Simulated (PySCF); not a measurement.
Stepwise substitution at one centre (Al H-F). Gas-phase values, no solvent. Strings in code marks are SMILES.

The HOMO from two functionals at the same geometries (CAM-B3LYP-D3(BJ)/def2-TZVP), both in PySCF: PBE-D3(BJ)/def2-TZVP and TPSSh-D3(BJ)/def2-TZVP. 

```json
[
 {"species": "0 of 3 H replaced by F (`[AlH3]`)", "PBE-D3(BJ)/def2-TZVP (eV)": "-7.31", "TPSSh-D3(BJ)/def2-TZVP (eV)": "-8.05"},
 {"species": "1 of 3 H replaced by F (`[F][AlH2]`)", "PBE-D3(BJ)/def2-TZVP (eV)": "-7.46", "TPSSh-D3(BJ)/def2-TZVP (eV)": "-8.23"},
 {"species": "2 of 3 H replaced by F", "PBE-D3(BJ)/def2-TZVP (eV)": "-8.67", "TPSSh-D3(BJ)/def2-TZVP (eV)": "-9.44"},
 {"species": "3 of 3 H replaced by F (`[F][Al]([F])[F]`)", "PBE-D3(BJ)/def2-TZVP (eV)": "-9.62", "TPSSh-D3(BJ)/def2-TZVP (eV)": "-10.57"}
]
```

Over these rows, drawn at random from the members with no instability flagged (it was tested for open shells, ions and some series alone), PBE minus TPSSh-D3(BJ): mean +0.81 eV, from +0.74 eV to +0.94 eV.
